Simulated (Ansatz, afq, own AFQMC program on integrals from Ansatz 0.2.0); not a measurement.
# Where AFQMC and coupled cluster stand for NH3, triplet

```xyz
4

H    -1.8469    0.0594    0.0000
H    -1.0009    0.0594    0.0000
N     0.1731    0.0594    0.0000
H     0.4422   -0.9448    0.0000
```

Basis cc-pVTZ. Only valence electrons are correlated. Integrals, coupled cluster, full CI and functionals: Ansatz 0.2.0; the random walks run on the same integrals in our own AFQMC program. ph-AFQMC/CISD is guided by a CISD state made of CCSD amplitudes; releasing the constraint for a short imaginary time cuts its bias at the price of noise, slowly where states lie close. Uncertainties: one standard error, sampling alone.

Determinant: UHF, the one that the program's search chose, which needn't be the lowest solution. The geometry is a point of a scan.

No full CI on the walks' own integrals is used here; CCSDT(Q) serves as the reference and is uncertain by about the last step of the cluster series.

Cautions: lower spins were not checked; the released energies move by 1.5 errors or more from one time to the next, so no released level is given (meV from the phaseless value at times in 1/Eh: -7.1 ± 2.2 at 0.24, -4.8 ± 1.9 at 0.51, -13.2 ± 2.0 at 0.99, -6 ± 3 at 1.62, -13 ± 3 at 2.40), though the last usable value meets CCSDT(Q) within the noise.

The T1 diagnostic is 0.0171, the weight of the determinant in the CISD state is 0.924 and the ⟨S²⟩ of the determinant is 2.042. The size of the correlated space is 8 electrons in 71 orbitals.

Reference: CCSDT(Q), correlation energy -6.040 eV.

```
        level  E − E(reference) (meV)  share of correlation (%)
           HF                  6040.2                      0.00
          MP2                   858.6                     85.78
         CCSD                   195.0                     96.77
      CCSD(T)                    23.4                     99.61
        CCSDT                     6.5                     99.89
ph-AFQMC/CISD               8.3 ± 2.8                     99.86
```

A walk keeps the symmetry of its determinant, which the program's search chose and which needn't be the lowest solution, so a lower state of the same spin and another symmetry isn't excluded.
